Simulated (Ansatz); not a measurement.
Geometry optimisation, RKS B3LYP/6-31G* (Ansatz 0.2.0).

Input file:

```yaml
crystal:
  periodic: [false, false, false]
  atoms:
    - { symbol: B, position_ang: [0.0, 0.0, 0.0] }
    - { symbol: H, position_ang: [0.0, 0.0, 1.54] }
    - { symbol: H, position_ang: [1.0305, 0.0, -0.595] }
    - { symbol: O, position_ang: [-1.2211, 0.0, -0.705] }
    - { symbol: H, position_ang: [-1.7308, -0.8467, -0.4965] }
    - { symbol: "N", position_ang: [-0.2314, 1.7403, 0.5833] }
    - { symbol: H, position_ang: [-1.1621, 2.2275, 0.4417] }
    - { symbol: H, position_ang: [0.5667, 2.2503, 1.0593] }
    - { symbol: H, position_ang: [-0.1183, 0.89, 1.5631] }
basis:
  gaussian: { orbitals: "6-31G*" }
hamiltonian:
  xc: b3lyp
relax:
  f_tol: 0.15
  max_steps: 25
  restrain:
    - { distance: [0, 5], at: 1.55, k: 30.0 }
    - { distance: [8, 1], at: 0.66, k: 30.0 }
    - { distance: [0, 1], at: 2.39, k: 30.0 }
    - { distance: [8, 5], at: 2.26, k: 30.0 }
```

Command:

```bash
$ ansatz run input.yaml --threads 1 --pin off --max-ram 2048MiB --backend cpu --events-out ev --progress --plain --runs-dir out
```

**Question.** Where does it end, and by what steps?

**Answer.** The run converged. The restraints hold the end off the free minimum. After 11 steps the energy has fallen by 3.983 eV (the restraints' own energy left out); H9 moved furthest, 0.70 Å.

```
step  energy less start (eV)  largest force component (eV/Å)  accepted
   0                  0.0000                           4.061       yes
   1                 -0.3765                           6.509       yes
   2                 -1.9738                           6.152       yes
   3                 -3.1739                           2.706       yes
   4                 -3.4677                           2.300       yes
   5                 -3.7166                           1.661       yes
   6                 -3.8809                           2.137       yes
   7                 -3.9667                           2.388       yes
   8                 -3.9809                           2.217       yes
   9                 -3.9797                           2.243       yes
  10                 -3.9903                           2.211        no
  11                 -3.9831                           2.206       yes
```

```xyz
9
Properties=species:S:1:pos:R:3
B -0.196 0.532 -0.205
H -0.170 -0.357 2.029
H 0.847 -0.012 -0.441
O -1.407 -0.056 -0.452
H -1.299 -0.958 -0.781
N -0.180 1.899 0.350
H -1.028 2.430 0.468
H 0.669 2.437 0.414
H -0.103 0.347 2.008
```

The run took 25 s on 1 thread of Arm Neoverse V1, on a shared host, peak memory 0.13 GiB.
